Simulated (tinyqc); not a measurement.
The basis set: RHF and MP2 along a ladder of basis sets, for LiH, spin multiplicity 1. Computed by the program tinyqc with PySCF. Same geometry throughout; the dipole is taken about the origin.

Geometry (angstrom):
```
atom       x       y       z
Li    0.0000  0.0000  0.0000
H     0.0000  0.0000  1.4390
```

RHF and frozen-core MP2 in a ladder of bases:
```
basis    functions  E(RHF) (hartree)  E(MP2 corr) (hartree)  HOMO (eV)  LUMO (eV)  dipole (debye)
sto-3g           6         -7.862234              -0.011632    -8.1177     2.1589          4.8271
6-31g           11         -7.973632              -0.012067    -8.4079     0.3443          5.6225
6-31g**         19         -7.975838              -0.020626    -8.3943     0.3425          5.5936
cc-pvdz         19         -7.978965              -0.022679    -8.4047     0.1154          5.6381
cc-pvtz         44         -7.982429              -0.027498    -8.4221     0.0731          5.6370
```

Estimate the missing row, basis = 3-21g.

Computed row:
```
basis  functions  E(RHF) (hartree)  E(MP2 corr) (hartree)  HOMO (eV)  LUMO (eV)  dipole (debye)
3-21g         11         -7.923756              -0.012179    -8.3538     0.1737          5.5736
```

From cc-pVDZ to cc-pVTZ the RHF energy falls by 3.5 mhartree and the correlation energy by 4.8. If valence correlation converges as X^-3, (27 E(T) - 8 E(D))/19 gives -0.0295 hartree, a rough estimate from such small X that usually falls short; STO-3G holds about 39 % of it. Beyond STO-3G the LUMO moves by 0.3 eV and the HOMO by 0.1 eV.
